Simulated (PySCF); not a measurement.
Partial charges of `[H]/P=P\COC`

C2H6OP2.
Cartesian coordinates in Å at the PBE0-D3(BJ)/def2-SVP level; atoms count from 1:
```xyz
11
C2H6OP2 angstrom
C     -1.2533    0.4662   -0.3882
O     -0.2939   -0.5219   -0.6441
C      0.3068   -1.0298    0.4932
P      1.7329   -0.0628    1.2959
P      2.3691    1.2505   -0.1062
H     -1.6560    0.7963   -1.3552
H     -2.0830    0.0697    0.2273
H     -0.8207    1.3402    0.1333
H     -0.4278   -1.2011    1.3062
H      0.7415   -2.0133    0.2431
H      1.4245    0.8802   -1.1249
```

Density: PBE0/pcSseg-1 (PySCF); schemes: Mulliken, IAO, Hirshfeld and ESP-fitted. The structure is a single PBE0-D3(BJ)/def2-SVP conformer in the gas phase; no vibrational or solvent corrections.

Atoms with like bonding are taken together and averaged. Do the Mulliken, IAO, Hirshfeld and ESP-fitted schemes agree on where the charge is lowest?

All schemes agree: Mulliken O2 (-0.472); IAO O2 (-0.358); Hirshfeld O2 (-0.123); ESP-fitted O2 (-0.400).

For which atoms does the sign change between the 4 schemes (beyond +0.03 e in one, beyond −0.03 e in another)?

C3 and P4. Atomic charges aren't observables, and each scheme defines them in its own way.

At which atom do the 4 schemes differ most?

At C3: from -0.224 (IAO) to +0.396 e (ESP-fitted), 0.620 e apart.

Tabulate the Mulliken, IAO, Hirshfeld and ESP-fitted charges.

In e; atoms taken as equivalent share a row and are averaged (×n: the atom named and its like, n in all):

| atom | environment | Mulliken | IAO | Hirshfeld | ESP-fitted |
| --- | --- | --- | --- | --- | --- |
| C1 | methoxy carbon | -0.056 | -0.199 | -0.039 | -0.256 |
| O2 | ether oxygen | -0.472 | -0.358 | -0.123 | -0.400 |
| C3 | sp3 carbon bound to oxygen | -0.184 | -0.224 | -0.041 | +0.396 |
| P4 | phosphorus bonded to C and P | +0.070 | +0.108 | +0.033 | -0.181 |
| P5 | phosphorus bonded to P and H | -0.078 | -0.041 | -0.019 | -0.147 |
| H6/H7/H8 | methyl hydrogen | +0.113 | +0.136 | +0.040 | +0.138 |
| H9/H10 | methylene hydrogen | +0.153 | +0.151 | +0.044 | +0.013 |
| H11 | P–H hydrogen | +0.075 | +0.005 | -0.019 | +0.149 |

Mean size of the charges over all atoms: ESP-fitted 0.181 e, IAO 0.149 e, Mulliken 0.144 e, Hirshfeld 0.044 e. Each set sums to the total charge, 0, to within 0.001 e. The Mulliken scheme gives each basis function's population to the atom it is centred on and halves the overlap population of two atoms between them.

Some averages cover members that differ in this geometry: H9/H10, ESP-fitted -0.012 to +0.037; H6/H7/H8, IAO +0.123 to +0.160; H9/H10, IAO +0.133 to +0.168; H6/H7/H8, Mulliken +0.098 to +0.133 e.

Sum the charges by element, for elements with more than one atom.

```csv
element,atoms,Mulliken,IAO,Hirshfeld,ESP-fitted
C,2,-0.240,-0.423,-0.080,+0.140
P,2,-0.008,+0.067,+0.014,-0.328
H,6,+0.720,+0.714,+0.190,+0.588
```

How many electrons does the ESP-fitted scheme count on P5?

Z − q = 15 − (-0.147) = 15.147.

How closely do the schemes follow one another over all atoms?

Correlation coefficient and root-mean-square difference: IAO with Hirshfeld 0.97, 0.125 e; Mulliken with Hirshfeld 0.95, 0.134 e; Mulliken with IAO 0.94, 0.064 e; Hirshfeld with ESP-fitted 0.45, 0.199 e; Mulliken with ESP-fitted 0.44, 0.213 e; IAO with ESP-fitted 0.37, 0.222 e.

The run behind these numbers computed NMR shieldings as well. Hardware: an Intel Xeon 6975P-C with one thread, shared host with 192 logical CPUs at a one-minute load of 29. Cost: 8.5 s of wall time, 0.68 GiB resident at most.
